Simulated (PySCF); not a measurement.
# How exact exchange moves a shielding

Molecule: SMILES CP(C)(C)=S, C₃H₉PS.

Geometry:
```json
{"atom": "C1", "x (Å)": "-0.215", "y (Å)": "1.557", "z (Å)": "-0.568"}
{"atom": "P2", "x (Å)": "0.231", "y (Å)": "0.158", "z (Å)": "0.513"}
{"atom": "C3", "x (Å)": "1.329", "y (Å)": "-0.872", "z (Å)": "-0.515"}
{"atom": "C4", "x (Å)": "-1.304", "y (Å)": "-0.815", "z (Å)": "0.649"}
{"atom": "S5", "x (Å)": "0.998", "y (Å)": "0.683", "z (Å)": "2.226"}
{"atom": "H6", "x (Å)": "-0.643", "y (Å)": "1.218", "z (Å)": "-1.523"}
{"atom": "H7", "x (Å)": "-0.939", "y (Å)": "2.188", "z (Å)": "-0.034"}
{"atom": "H8", "x (Å)": "0.690", "y (Å)": "2.152", "z (Å)": "-0.752"}
{"atom": "H9", "x (Å)": "1.583", "y (Å)": "-1.779", "z (Å)": "0.052"}
{"atom": "H10", "x (Å)": "0.858", "y (Å)": "-1.147", "z (Å)": "-1.472"}
{"atom": "H11", "x (Å)": "2.256", "y (Å)": "-0.311", "z (Å)": "-0.701"}
{"atom": "H12", "x (Å)": "-1.705", "y (Å)": "-1.092", "z (Å)": "-0.338"}
{"atom": "H13", "x (Å)": "-2.043", "y (Å)": "-0.216", "z (Å)": "1.200"}
{"atom": "H14", "x (Å)": "-1.089", "y (Å)": "-1.720", "z (Å)": "1.235"}
```

GIAO shieldings (ppm, equivalent atoms averaged) in PySCF on the PBE0-D3(BJ)/def2-SVP geometry, basis pcSseg-1, gas phase, non-relativistic:

```csv
functional,exact exchange (%),σ(C1/C3/C4),σ(S5)
BLYP,0,148.3,670.2
BP86,0,152.9,681.4
PBE,0,153.3,686.3
B3LYP,20,153.2,694.3
PBE0,25,158.9,716.8
HF,100,169.1,792.0
```

(1) Fit each shielding as a line in the percentage of exact exchange.

(2) What does the line predict for mPW1PW91 (25 %), and what does the run give?

## Answers

(1) σ(C1/C3/C4) = 151.7 + 0.18 x (rms 2.1 ppm); σ(S5) = 679.5 + 1.13 x (rms 6.8 ppm). The functionals also differ in their semilocal parts, which the line can't hold; Hartree–Fock has no correlation at all.

(2) σ(C1/C3/C4): 156.2 predicted, 158.1 computed; σ(S5): 707.8 predicted, 715.1 computed ppm.
